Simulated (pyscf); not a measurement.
Single points on ωB97X-D3(BJ)/def2-SVP structures (PySCF, gas phase).

SMILES: [O]=[W](=[O])([F])[Cl]
```xyz
5

O      1.0732     1.0811    -0.5908
W      0.6572    -0.3195     0.2521
O      0.9015     0.0284     1.8844
F     -1.1400    -0.7025    -0.0375
Cl     2.0814    -1.9758    -0.3516
```

Q: List the bond dissociation enthalpies at 298 K of O=W(=O)(F)–Cl from ωB97M-D3(BJ)/def2-TZVP, from the weakest bond up.

A: Cl–W to [O=W(=O)–F]• + Cl•: 4.52 eV; F–W to [O=W(=O)–Cl]• + F•: 5.87 eV. Ring and multiple bonds, and those that leave no two simple radicals, are not listed. The radicals are drawn with the spin at the cut bond; how far it spreads was not checked. Other isomers of [O=W(=O)–Cl]•, [O=W(=O)–F]• were not searched in full and may lie lower. Left out: the spin-orbit lowering of Cl, F. Open-shell species with a d-block atom are single-reference here; other states, and whether the spin sits on metal or ligand, were not checked. Elements past Kr carry the def2 core potentials, without spin-orbit coupling.
